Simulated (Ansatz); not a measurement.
Single points on MgS₂⁺.

```yaml
crystal:
  periodic: [false, false, false]
  atoms:
    - {symbol: Mg, position_ang: [-1.101778, -0.034163, 0.674452]}
    - {symbol: S, position_ang: [1.053169, -0.645595, 0.449709]}
    - {symbol: S, position_ang: [0.048609, 0.679758, -1.124162]}
basis:
  gaussian: {orbitals: def2-TZVPP, initial_orbitals: start.molden}
total_charge: 1
magnetization: {spin_polarized: true, initial_magnetization: 1}
correlation: {method: ccsd_t}
scf: {omitted_lower_state_checks: [starts, cluster_reference]}
output: {orbitals: {seedname: orbitals}}
```

The file start.molden holds the orbitals of an earlier run on this structure, at another level or in another basis.

```sh
$ ansatz run in.yaml --threads 4 --pin off --events-out ev --progress --plain --max-ram 3916MiB
```

Output, abridged:

```
Functional definition: HF
761 factors; integrals over basis functions are off by at most 1.0e-3 eV
mean field evaluation 1: about -27059.8414 eV, gradient 2.2e1 eV
mean field evaluation 2: about -27060.3716 eV, gradient 7.8e-1 eV
mean field evaluation 4: about -27060.3901 eV, gradient 9.3e-2 eV
mean field evaluation 8: about -27060.4056 eV, gradient 6.3e-2 eV
mean field evaluation 16: about -27060.4062 eV, gradient 3.8e-6 eV
mean field -27060.40616137 eV, -994.4515842284 hartree, gradient 3.8e-6 eV, S^2 0.792762; 0 other end points of the search recorded, 0 dependent functions left out
11 core orbitals not correlated: weight in the atoms' cores, before any rotation towards them, 1.000 or more for the frozen orbitals, at most 0.000 for the correlated occupied ones
reference -27060.40616137 eV, -994.4515842284 hartree; 11, 10 occupied and 94, 95 virtual orbitals, 761 factors
second order -13.65765393 eV of doubles, -0.00000000 eV of singles
cycle   1  -14.17346218 eV  change   -5.2e-1 eV  update   1.1e-1
cycle   2  -14.55946042 eV  change   -3.9e-1 eV  update   4.0e-2
cycle   3  -14.67771859 eV  change   -1.2e-1 eV  update   3.5e-2
cycle   4  -14.68560008 eV  change   -7.9e-3 eV  update   2.2e-2
cycle   5  -14.69963623 eV  change   -1.4e-2 eV  update   1.4e-2
cycle   6  -14.70987656 eV  change   -1.0e-2 eV  update   6.0e-3
cycle   7  -14.71053807 eV  change   -6.6e-4 eV  update   2.1e-3
cycle   8  -14.71206475 eV  change   -1.5e-3 eV  update   1.1e-3
cycle   9  -14.71198121 eV  change    8.4e-5 eV  update   4.4e-4
cycle  10  -14.71168470 eV  change    3.0e-4 eV  update   2.2e-4
cycle  11  -14.71181660 eV  change   -1.3e-4 eV  update   1.1e-4
cycle  12  -14.71188147 eV  change   -6.5e-5 eV  update   4.6e-5
cycle  13  -14.71188339 eV  change   -1.9e-6 eV  update   1.9e-5
perturbative correction -0.68520900 eV, -0.0251809664 hartree
Total energy: -27075.80325376 eV, -995.0174169372 hartree
Checks for a lower state left out: starts, cluster_reference
```

It took 6.5 s on 4 threads of Intel Xeon Platinum 8259CL on a shared host, peak host memory 0.74 GiB.

The first input with `gaussian: {orbitals: def2-TZVP, initial_orbitals: start.molden}`, `hamiltonian: {xc: r2scan, dispersion: d4}`, `scf: {omitted_lower_state_checks: [starts]}` and without the key `correlation` (abridged; 2 s):

```
Functional definition: r2SCAN
mean field -27106.55320340 eV, -996.1474567434 hartree, gradient 1.7e-5 eV, S^2 0.758330
Total energy: -27106.56793201 eV, -996.1479980097 hartree
Checks for a lower state left out: starts
```

First input, but with `gaussian: {orbitals: def2-TZVP}`, `hamiltonian: {xc: pbe0, dispersion: d4}` and without the key `correlation`, `scf` (abridged; 1.7 s):

```
Functional definition: PBE0
mean field evaluation 16: about -27098.1779 eV, gradient 2.1e-4 eV
mean field -27098.17791341 eV, -995.8396705132 hartree, gradient 3.3e-5 eV, S^2 0.758956; 2 other end points of the search recorded, 0 dependent functions left out
Total energy: -27098.24341749 eV, -995.8420777437 hartree
```

First input, but with `gaussian: {orbitals: def2-TZVP, initial_orbitals: start.molden}`, `hamiltonian: {xc: pbe, dispersion: d4}`, `scf: {omitted_lower_state_checks: [starts]}` and without the key `correlation` (abridged; 1 s):

```
Functional definition: PBE
mean field -27096.21012995 eV, -995.7673558046 hartree, gradient 2.0e-5 eV, S^2 0.753837
Total energy: -27096.28869029 eV, -995.7702428442 hartree
Checks for a lower state left out: starts
```

Geometry: PBE-D4/def2-TZVP, that of the neutral singlet.

Correlated methods freeze 11 core orbitals; core or outer-core shells of Mg are correlated, in sets that lack core-valence functions. The structure comes from a short search, and lower isomers may exist.
